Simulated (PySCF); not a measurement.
PySCF input file for C2H6O, SMILES COC (connectivity only; charge and spin as stated), charge +1, multiplicity 2, ωB97X-D3(BJ)/def2-TZVP. The structure is a stationary point at ωB97X-D3(BJ)/def2-TZVP. The spin state was assumed, not searched.

```python
import numpy as np
from pyscf import gto, scf, dft, df
from pyscf.hessian import thermo

mol = gto.M(
    atom='''
    C     1.22526851   -0.00000000    0.18849074
    O    -0.00000000    0.00000000   -0.50335692
    C    -1.22526851   -0.00000000    0.18849073
    H     1.09710090    0.00000000    1.26879871
    H     1.77465358    0.87621229   -0.19315772
    H     1.77465357   -0.87621228   -0.19315772
    H    -1.09710091    0.00000000    1.26879871
    H    -1.77465358   -0.87621229   -0.19315772
    H    -1.77465357    0.87621229   -0.19315772
    ''',
    basis='def2-TZVP',
    charge=1,
    spin=1,
    max_memory=1600,
    verbose=3,
)
mf = dft.UKS(mol, xc='wb97x-d3bj').density_fit(auxbasis='def2-universal-jkfit')
mf.grids.level = 3
mf.conv_tol = 1e-11
mf.max_cycle = 100
mf.kernel()
fine, coarse = mf.grids, dft.Grids(mol).set(level=1).build(with_non0tab=True)
for _ in range(3):  # follow internal instabilities
    mf.grids = coarse
    mo, _, stable, _ = mf.stability(return_status=True, nroots=4)
    mf.grids = fine
    if stable:
        break
    mf.kernel(mf.make_rdm1(mo, mf.mo_occ))

# [left out here: the lines that compute and print the analytic Hessian (its translational invariance restored by hand, since the grid's response is missing), thermochemistry and intensities]
```

Log of the run:

```

WARN: HOMO -0.314416222079405 >= LUMO -0.314416222079405

converged SCF energy = -154.782710737614  <S^2> = 0.75447581  2S+1 = 2.0044708
<class 'pyscf.df.df_jk.DFUKS'> wavefunction is stable in the internal stability analysis

WARN: DFTD3 does not support analytical Hessian, using finite difference


WARN: Mole.unit (angstrom) is changed to Bohr

Mode                                 0                   1                   2
Irrep
Freq [cm^-1]                      -16.4625             99.5581            431.5821
Reduced mass [au]                   1.0506              1.3680              2.5550
Force const [Dyne/A]               -0.0002              0.0080              0.2804
Char temp [K]                     -23.6858            143.2419            620.9506
Normal mode                   x     y     z       x     y     z       x     y     z
       0   C                 0.00 -0.04  0.00    0.00  0.05 -0.00    0.11  0.00 -0.06
       1   O                -0.00 -0.00 -0.00   -0.00 -0.12  0.00   -0.00  0.00  0.13
       2   C                -0.00  0.04  0.00   -0.00  0.05  0.00   -0.11 -0.00 -0.06
       3   H                -0.00 -0.38 -0.00   -0.00 -0.14 -0.00    0.32 -0.00 -0.03
       4   H                -0.17  0.21  0.30   -0.24  0.28  0.17    0.03 -0.00 -0.18
       5   H                 0.17  0.21 -0.30    0.24  0.28 -0.17    0.03  0.00 -0.18
       6   H                 0.00  0.38 -0.00   -0.00 -0.14  0.00   -0.32  0.00 -0.03
       7   H                 0.17 -0.21  0.30   -0.25  0.28 -0.17   -0.03  0.00 -0.18
       8   H                -0.17 -0.21 -0.30    0.25  0.28  0.17   -0.03 -0.00 -0.18
Mode                                 3                   4                   5
Irrep
Freq [cm^-1]                      843.8559            876.3824            937.3016
Reduced mass [au]                   4.2533              4.3936              1.1995
Force const [Dyne/A]                1.7845              1.9882              0.6209
Char temp [K]                    1214.1207           1260.9192           1348.5684
Normal mode                   x     y     z       x     y     z       x     y     z
       0   C                 0.16  0.00  0.05   -0.12 -0.00 -0.03   -0.00  0.09 -0.00
       1   O                -0.00  0.00 -0.11    0.17  0.00 -0.00   -0.00  0.00  0.00
       2   C                -0.16 -0.00  0.05   -0.12 -0.00  0.03    0.00 -0.09 -0.00
       3   H                -0.03  0.00  0.02    0.03 -0.00 -0.01   -0.00 -0.26 -0.00
       4   H                 0.13  0.05  0.15    0.07 -0.13 -0.14    0.36 -0.09  0.18
       5   H                 0.13 -0.05  0.15    0.07  0.13 -0.14   -0.36 -0.09 -0.18
       6   H                 0.03 -0.00  0.02    0.03  0.00  0.01    0.00  0.26 -0.00
       7   H                -0.13 -0.05  0.15    0.07 -0.13  0.14   -0.36  0.09  0.18
       8   H                -0.13  0.05  0.15    0.07  0.13  0.14    0.36  0.09 -0.18
Mode                                 6                   7                   8
Irrep
Freq [cm^-1]                     1124.4331           1128.9180           1237.8768
Reduced mass [au]                   1.3044              1.3911              1.5935
Force const [Dyne/A]                0.9717              1.0446              1.4386
Char temp [K]                    1617.8089           1624.2617           1781.0290
Normal mode                   x     y     z       x     y     z       x     y     z
       0   C                 0.01 -0.00  0.10    0.00 -0.09 -0.00    0.01 -0.00 -0.10
       1   O                -0.03  0.00 -0.00   -0.00  0.08  0.00    0.00 -0.00  0.10
       2   C                 0.01 -0.00 -0.10    0.00 -0.09  0.00   -0.01  0.00 -0.10
       3   H                 0.42  0.00  0.15   -0.00  0.24 -0.00   -0.35  0.00 -0.14
       4   H                -0.14 -0.06 -0.26   -0.34  0.07 -0.15    0.10  0.10  0.24
       5   H                -0.14  0.06 -0.26    0.34  0.07  0.15    0.10 -0.10  0.24
       6   H                 0.42  0.00 -0.15   -0.00  0.24  0.00    0.35 -0.00 -0.14
       7   H                -0.14 -0.06  0.26   -0.34  0.07  0.15   -0.10 -0.10  0.24
       8   H                -0.14  0.06  0.26    0.34  0.07 -0.15   -0.10  0.10  0.24
Mode                                 9                  10                  11
Irrep
Freq [cm^-1]                     1340.9114           1379.7462           1380.6404
Reduced mass [au]                   1.0417              1.0419              1.1770
Force const [Dyne/A]                1.1036              1.1687              1.3218
Char temp [K]                    1929.2729           1985.1476           1986.4341
Normal mode                   x     y     z       x     y     z       x     y     z
       0   C                 0.04 -0.00  0.00   -0.00 -0.04  0.00   -0.01  0.00  0.02
       1   O                -0.00 -0.00 -0.00   -0.00 -0.00 -0.00   -0.09  0.00  0.00
       2   C                -0.04  0.00  0.00    0.00  0.04 -0.00   -0.01  0.00 -0.02
       3   H                -0.07  0.00 -0.01    0.00  0.51  0.00    0.08 -0.00  0.03
       4   H                -0.41  0.26  0.00    0.10  0.05  0.31    0.38 -0.24  0.01
       5   H                -0.41 -0.26  0.00   -0.10  0.05 -0.31    0.38  0.24  0.01
       6   H                 0.07 -0.00 -0.01   -0.00 -0.51  0.00    0.08 -0.00 -0.03
       7   H                 0.41 -0.26  0.00   -0.10 -0.05  0.31    0.38 -0.24 -0.01
       8   H                 0.41  0.26  0.00    0.10 -0.05 -0.31    0.38  0.24 -0.01
Mode                                12                  13                  14
Irrep
Freq [cm^-1]                     1383.5612           1458.4827           1504.0717
Reduced mass [au]                   1.0525              1.1009              1.0991
Force const [Dyne/A]                1.1870              1.3797              1.4650
Char temp [K]                    1990.6366           2098.4318           2164.0243
Normal mode                   x     y     z       x     y     z       x     y     z
       0   C                -0.00 -0.04  0.00   -0.05  0.00 -0.04   -0.05  0.00 -0.04
       1   O                -0.00 -0.01  0.00    0.00  0.00 -0.00   -0.00 -0.00 -0.02
       2   C                -0.00 -0.04 -0.00   -0.05  0.00  0.04    0.05 -0.00 -0.04
       3   H                 0.00  0.50  0.00    0.51 -0.00  0.04    0.51 -0.00  0.04
       4   H                 0.10  0.05  0.32    0.01  0.10  0.29    0.00  0.11  0.29
       5   H                -0.10  0.05 -0.32    0.01 -0.10  0.29    0.00 -0.11  0.29
       6   H                 0.00  0.50 -0.00    0.51 -0.00 -0.04   -0.51  0.00  0.04
       7   H                 0.10  0.05 -0.32    0.01  0.10 -0.29   -0.00 -0.11  0.29
       8   H                -0.10  0.05  0.32    0.01 -0.10 -0.29   -0.00  0.11  0.29
Mode                                15                  16                  17
Irrep
Freq [cm^-1]                     2967.0593           2998.8226           3030.7972
Reduced mass [au]                   1.0307              1.0335              1.0894
Force const [Dyne/A]                5.3463              5.4761              5.8959
Char temp [K]                    4268.9377           4314.6381           4360.6423
Normal mode                   x     y     z       x     y     z       x     y     z
       0   C                 0.03  0.00 -0.01    0.03  0.00 -0.01   -0.00  0.06  0.00
       1   O                 0.01 -0.00 -0.00    0.00  0.00  0.00    0.00  0.00  0.00
       2   C                 0.03  0.00  0.01   -0.03 -0.00 -0.01    0.00 -0.06  0.00
       3   H                 0.03  0.00 -0.21    0.03  0.00 -0.24   -0.00  0.01  0.00
       4   H                -0.22 -0.38  0.15   -0.22 -0.37  0.16   -0.25 -0.37  0.17
       5   H                -0.22  0.38  0.15   -0.22  0.37  0.16    0.25 -0.37 -0.17
       6   H                 0.03  0.00  0.21   -0.03 -0.00 -0.24    0.00 -0.01  0.00
       7   H                -0.22 -0.38 -0.15    0.22  0.37  0.16    0.25  0.37  0.17
       8   H                -0.22  0.38 -0.15    0.22 -0.37  0.16   -0.25  0.37 -0.17
Mode                                18                  19                  20
Irrep
Freq [cm^-1]                     3038.5555           3201.5105           3207.9203
Reduced mass [au]                   1.0993              1.1061              1.1080
Force const [Dyne/A]                5.9799              6.6798              6.7178
Char temp [K]                    4371.8048           4606.2608           4615.4831
Normal mode                   x     y     z       x     y     z       x     y     z
       0   C                -0.00 -0.06 -0.00   -0.02 -0.00  0.06   -0.02 -0.00  0.06
       1   O                -0.00  0.00 -0.00   -0.00  0.00  0.00   -0.00 -0.00 -0.00
       2   C                 0.00 -0.06  0.00   -0.02 -0.00 -0.06    0.02 -0.00  0.06
       3   H                 0.00 -0.01 -0.00    0.09 -0.00 -0.64    0.08 -0.00 -0.63
       4   H                 0.24  0.37 -0.17    0.06  0.11 -0.04    0.07  0.12 -0.05
       5   H                -0.24  0.37  0.17    0.06 -0.11 -0.04    0.07 -0.12 -0.05
       6   H                 0.00 -0.01  0.00    0.09 -0.00  0.64   -0.08  0.00 -0.63
       7   H                 0.24  0.37  0.17    0.06  0.11  0.04   -0.07 -0.12 -0.05
       8   H                -0.24  0.37 -0.17    0.06 -0.11  0.04   -0.07  0.12 -0.05
temperature 298.1500 [K]
pressure 101325.00 [Pa]
Rotational constants [GHz] 44.59604 9.30986 8.50441
Symmetry number 2
Zero-point energy (ZPE) 0.07648 [Eh]   200805.075 [J/mol]
                           tot       elec      trans        rot        vib
Entropy [J/mol/K]       269.713      5.763    156.514     86.437     20.998
Cv [J/mol/K]             51.061      0.000     12.472     12.472     26.118
Cp [J/mol/K]             59.376      0.000     20.786     12.472     26.118
Internal energy [J/mol]                      3718.434   3718.434 204195.695
Internal energy [Eh]   -154.70210  -154.78271
Enthalpy [J/mol]                             6197.391   3718.434 204195.695
Enthalpy [Eh]          -154.70116
Gibbs free energy [J/mol]                  -40467.301 -22052.864 197935.051
Gibbs free energy [Eh] -154.73179
mode   freq/cm-1   IR/(km/mol)
   1      -16.46         0.000
   2       99.56        24.897
   3      431.58         5.677
   4      843.86        11.885
   5      876.38       181.261
   6      937.30         0.000
   7     1124.43        11.840
   8     1128.92         0.003
   9     1237.88         1.423
  10     1340.91         0.898
  11     1379.75         0.000
  12     1380.64       129.905
  13     1383.56        56.664
  14     1458.48        21.806
  15     1504.07        39.411
  16     2967.06       303.585
  17     2998.82         0.109
  18     3030.80         0.000
  19     3038.56        70.255
  20     3201.51        36.183
  21     3207.92         1.377
max |gradient| / (hartree/bohr): 5.6657860612166556e-05
APT charges: [-0.0558  0.152  -0.0558  0.0817  0.199   0.199   0.0817  0.199   0.199 ]
```

Self-consistency was reached. The end point has an imaginary mode, so it is no minimum.

Cost: roughly 3 core-minutes.
